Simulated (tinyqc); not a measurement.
Worked calculation: RKS/PBE0 in the sto-3g basis, for OH-, spin multiplicity 1. The basis has no diffuse functions, so it cannot describe the extra electron: this is an exercise in the method, not the real anion. One step of it, computed by the program tinyqc.

Task: Iteration 2: building the Kohn-Sham matrix. J_ij = sum D_kl (ij|kl), K_ij = sum D_kl (ik|jl); F = H + J - 0.125 K + V_xc; E = tr D H + tr D J / 2 - 0.0625 tr D K + E_xc + E_nn.

D after iteration 1, lower triangle:
```
            1O 1s      1O 2s    1O 2px    1O 2py    1O 2pz     2H 1s
1O 1s    2.116168
1O 2s   -0.492412   2.104206
1O 2px   0.000000   0.000000  2.000000
1O 2py   0.000000   0.000000  0.000000  2.000000
1O 2pz   0.054179  -0.281994  0.000000  0.000000  1.274352
2H 1s   -0.011786  -0.044632  0.000000  0.000000  0.674879  0.362902
```

core Hamiltonian H = T + V (hartree), lower triangle:
```
             1O 1s      1O 2s     1O 2px     1O 2py     1O 2pz      2H 1s
1O 1s   -32.054406
1O 2s    -7.455039  -8.681860
1O 2px    0.000000   0.000000  -6.864793
1O 2py    0.000000   0.000000   0.000000  -6.864793
1O 2pz   -0.009795  -0.121517   0.000000   0.000000  -6.935928
2H 1s    -0.952424  -2.273606   0.000000   0.000000  -1.742534  -3.931771
```

Two-electron integrals (ij|kl) in chemists' order, unique and non-zero (hartree):
```
(11|11) 4.785065   (21|11) 0.741380   (21|21) 0.136873   (22|11) 1.118947
(22|21) 0.256633   (22|22) 0.817206   (31|31) 0.024477   (32|31) 0.037809
(32|32) 0.180518   (33|11) 1.115814   (33|21) 0.256684   (33|22) 0.817023
(33|33) 0.880159   (41|41) 0.024477   (42|41) 0.037809   (42|42) 0.180518
(43|43) 0.047444   (44|11) 1.115814   (44|21) 0.256684   (44|22) 0.817023
(44|33) 0.785270   (44|44) 0.880159   (51|51) 0.024477   (52|51) 0.037809
(52|52) 0.180518   (53|53) 0.047444   (54|54) 0.047444   (55|11) 1.115814
(55|21) 0.256684   (55|22) 0.817023   (55|33) 0.785270   (55|44) 0.785270
(55|55) 0.880159   (61|11) 0.094882   (61|21) 0.017389   (61|22) 0.032462
(61|33) 0.032400   (61|44) 0.032400   (61|51) 0.000782   (61|52) 0.001480
(61|55) 0.032593   (61|61) 0.002236   (62|11) 0.258081   (62|21) 0.060054
(62|22) 0.215159   (62|33) 0.211320   (62|44) 0.211320   (62|51) 0.004497
(62|52) 0.036085   (62|55) 0.222621   (62|61) 0.007794   (62|62) 0.073431
(63|31) 0.005942   (63|32) 0.035816   (63|53) 0.007263   (63|63) 0.009857
(64|41) 0.005942   (64|42) 0.035816   (64|54) 0.007263   (64|64) 0.009857
(65|11) 0.197547   (65|21) 0.046521   (65|22) 0.177985   (65|33) 0.170147
(65|44) 0.170147   (65|51) 0.008963   (65|52) 0.063672   (65|55) 0.193454
(65|61) 0.006271   (65|62) 0.073895   (65|65) 0.083400   (66|11) 0.432923
(66|21) 0.102335   (66|22) 0.422573   (66|33) 0.406708   (66|44) 0.406708
(66|51) 0.008926   (66|52) 0.101355   (66|55) 0.453805   (66|61) 0.013356
(66|62) 0.191335   (66|65) 0.219893   (66|66) 0.774606
```

nuclear repulsion = 3.51320970 hartree

V_xc (hartree), lower triangle:
```
            1O 1s      1O 2s     1O 2px     1O 2py     1O 2pz      2H 1s
1O 1s   -2.338644
1O 2s   -0.322127  -0.631131
1O 2px   0.000000   0.000000  -0.630306
1O 2py   0.000000   0.000000   0.000000  -0.630306
1O 2pz   0.001063   0.002867   0.000000   0.000000  -0.617160
2H 1s   -0.041502  -0.155981   0.000000   0.000000  -0.127265  -0.311800
```

E_xc = sum of w rho eps_xc = -7.40472468 hartree

Give: Coulomb J; exchange K; Kohn-Sham matrix F; total energy of this density.

Result:

Coulomb J (hartree), lower triangle:
```
          1O 1s   1O 2s  1O 2px  1O 2py  1O 2pz   2H 1s
1O 1s   18.0340
1O 2s    3.4221  8.5176
1O 2px   0.0000  0.0000  8.5168
1O 2py   0.0000  0.0000  0.0000  8.5168
1O 2pz  -0.0038  0.0218  0.0000  0.0000  8.4955
2H 1s    0.4349  2.2113  0.0000  0.0000  1.8245  4.4140
```

exchange K (hartree), lower triangle:
```
         1O 1s    1O 2s  1O 2px  1O 2py  1O 2pz   2H 1s
1O 1s   9.8111
1O 2s   1.6894   2.7633
1O 2px  0.0000   0.0000  2.3201
1O 2py  0.0000   0.0000  0.0000  2.3201
1O 2pz  0.0046  -0.0555  0.0000  0.0000  1.9913
2H 1s   0.2281   0.7749  0.0000  0.0000  0.7061  0.8168
```

Kohn-Sham matrix F (hartree), lower triangle:
```
           1O 1s    1O 2s  1O 2px  1O 2py   1O 2pz   2H 1s
1O 1s   -17.5854
1O 2s    -4.5662  -1.1408
1O 2px    0.0000   0.0000  0.7317
1O 2py    0.0000   0.0000  0.0000  0.7317
1O 2pz   -0.0131  -0.0900  0.0000  0.0000   0.6935
2H 1s    -0.5875  -0.3152  0.0000  0.0000  -0.1335  0.0683
```

total energy of this density = -74.078829 hartree
